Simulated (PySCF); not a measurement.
C5H10F (doublet state).
Geometry (PBE0-D3(BJ)/def2-SVP, Å), atoms numbered from 1 in this order:
```
atom  x, y, z in Å
C1     2.1825    0.0757   -0.1471
C2     0.9533   -0.4218    0.5205
C3    -0.3417   -0.1903   -0.2655
C4    -1.5329   -0.8889    0.3733
C5    -0.5971    1.2972   -0.4166
F6    -1.7280    1.5234   -1.1638
H7     2.3036   -0.0347   -1.2291
H8     3.0546    0.3886    0.4314
H9     0.8562    0.0233    1.5279
H10    1.0408   -1.5142    0.7039
H11   -0.2003   -0.5968   -1.2842
H12   -2.4541   -0.6732   -0.1858
H13   -1.3901   -1.9799    0.3958
H14   -1.6789   -0.5465    1.4115
H15   -0.7382    1.7636    0.5763
H16    0.2552    1.7923   -0.9123
```

The calculation used PBE0-D3(BJ)/def2-SVP geometry optimisation, gas phase (PySCF).

Masses are those of the commonest isotopes; rigid-rotor values at the optimised geometry. The values belong to one conformer with, in the numbering `[CH2:1][CH2:2][C@@H:3]([CH3:4])[CH2:5][F:6]`, H–C1–C2–C3 -39° and 152°, C1–C2–C3–C4 172°, C2–C3–C5–F6 178°.

Question: Give the principal moments of inertia and the rotational constants in cm⁻¹.

Answer: Ia = 100.16, Ib = 214.49, Ic = 289.57 u·Å²; 505379 MHz·u·Å²/I gives 5046, 2356 and 1745 MHz, that is A = 0.16830, B = 0.07859, C = 0.05822 cm⁻¹.

Question: What kind of rotor is it?

Answer: An asymmetric top: κ = (2 × 2356 − 5046 − 1745)/(5046 − 1745) = -0.63.

Question: What does the inertial defect say?

Answer: Not planar: Δ = Ic − Ia − Ib = -25.09 u·Å². For a rigid frame Δ = −2 Σ m c², so Σ m c² = 12.54 u·Å² lies off the ab plane: 8.93 from hydrogen and 3.61 from heavier atoms. The atom farthest from that plane is 1.45 Å away.

Question: Which lines would a microwave search look for?

Answer: The dipole components are |μa| = 1.63 D, |μb| = 0.44 D, |μc| = 0.39 D. The squared components, which scale the intensities, stand as 1.00 : 0.07 : 0.06 (a : b : c). Some lines, for components of 0.1 D or more:

```json
{"type": "a", "branch": "Q", "J(Ka,Kc)": "1(1,0) ← 1(1,1)", "MHz": "611", "lower level (cm⁻¹)": "0.227"}
{"type": "a", "branch": "Q", "J(Ka,Kc)": "2(1,1) ← 2(1,2)", "MHz": "1833", "lower level (cm⁻¹)": "0.480"}
{"type": "c", "branch": "Q", "J(Ka,Kc)": "2(1,2) ← 2(0,2)", "MHz": "2171", "lower level (cm⁻¹)": "0.407"}
{"type": "b", "branch": "Q", "J(Ka,Kc)": "2(1,1) ← 2(0,2)", "MHz": "4004", "lower level (cm⁻¹)": "0.407"}
{"type": "a", "branch": "R", "J(Ka,Kc)": "1(0,1) ← 0(0,0)", "MHz": "4101", "lower level (cm⁻¹)": "0.000"}
{"type": "b", "branch": "R", "J(Ka,Kc)": "2(0,2) ← 1(1,1)", "MHz": "5421", "lower level (cm⁻¹)": "0.227"}
{"type": "a", "branch": "R", "J(Ka,Kc)": "2(1,2) ← 1(1,1)", "MHz": "7592", "lower level (cm⁻¹)": "0.227"}
{"type": "b", "branch": "Q", "J(Ka,Kc)": "2(2,0) ← 2(1,1)", "MHz": "8161", "lower level (cm⁻¹)": "0.541"}
{"type": "b", "branch": "Q", "J(Ka,Kc)": "2(2,1) ← 2(1,2)", "MHz": "9901", "lower level (cm⁻¹)": "0.480"}
{"type": "b", "branch": "R", "J(Ka,Kc)": "2(1,2) ← 1(0,1)", "MHz": "10282", "lower level (cm⁻¹)": "0.137"}
{"type": "c", "branch": "R", "J(Ka,Kc)": "2(1,1) ← 1(0,1)", "MHz": "12114", "lower level (cm⁻¹)": "0.137"}
{"type": "b", "branch": "R", "J(Ka,Kc)": "2(2,1) ← 1(1,0)", "MHz": "16882", "lower level (cm⁻¹)": "0.247"}
{"type": "c", "branch": "R", "J(Ka,Kc)": "2(2,1) ← 1(1,1)", "MHz": "17493", "lower level (cm⁻¹)": "0.227"}
{"type": "b", "branch": "R", "J(Ka,Kc)": "2(2,0) ← 1(1,1)", "MHz": "17586", "lower level (cm⁻¹)": "0.227"}
```

Question: Estimate the classical rotational partition function at 10 K, 25 K and 200 K.

Answer: Point group C1, symmetry number σ = 1; q = (√π/σ)·√((kT/h)³/(ABC)), k/h = 20836.6 MHz/K: 1170 at 10 K, 4630 at 25 K, 105000 at 200 K.

For this open shell read J as N, the rotation without spin; fine and hyperfine splittings come on top. No frequency check. ⟨S²⟩ = 0.755 (exact for a doublet: 0.75). No vibrational averaging or centrifugal distortion is included, and the geometry carries the error of its method. A rigid rotor knows nothing of internal rotation, which can split or shift real lines.
